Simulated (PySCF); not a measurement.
Species: F2O2S.
Numbering: `[O:1]=[S:2](=[O:3])([F:4])[F:5]`

A GFN2-xTB structure was refined with PBE0-D3(BJ)/def2-SVP geometry optimisation, gas phase in PySCF. Its GFN2-xTB values:

| coordinate | GFN2-xTB |
| --- | --- |
| O1=S2 | 1.407 Å |
| S2=O3 | 1.397 Å |
| S2–F4 | 1.588 Å |
| O1–S2–O3 | 124.4° |
| O1–S2–F4 | 110.2° |
| F4–S2–F5 | 91.8° |

Q: How do these coordinates change at the PBE0-D3(BJ)/def2-SVP level?

A: 
```
coordinate  PBE0-D3(BJ)/def2-SVP (Å or °)  change
     S2=O3                          1.424  +0.027
     O1=S2                          1.424  +0.017
     S2–F4                          1.576  -0.012
  F4–S2–F5                           94.8    +3.0
  O1–S2–F4                          107.8    -2.4
  O1–S2–O3                          125.8    +1.4
```

The energy falls by 1.7 kcal/mol over 7 energy and gradient evaluations, the largest force component goes from 0.0428 to 2.0e-04 Eh/bohr, and the atoms move by 0.034 Å rms after alignment. The bond that changes most is S2=O3 (sulfonyl sulfur to sulfonyl oxygen), which lengthens by 0.027 Å. Bonds longer at the end by more than 0.005 Å: 2 of 4; shorter: 2.

The run used 74 basis functions and 52 SCF cycles in all. The run took 11 s wall on an Arm Neoverse V1 with one thread, shared host with 32 logical CPUs at a one-minute load of 25, and the process peaked at 0.32 GiB of memory.

PBE0-D3(BJ)/def2-SVP frequencies: not computed here.
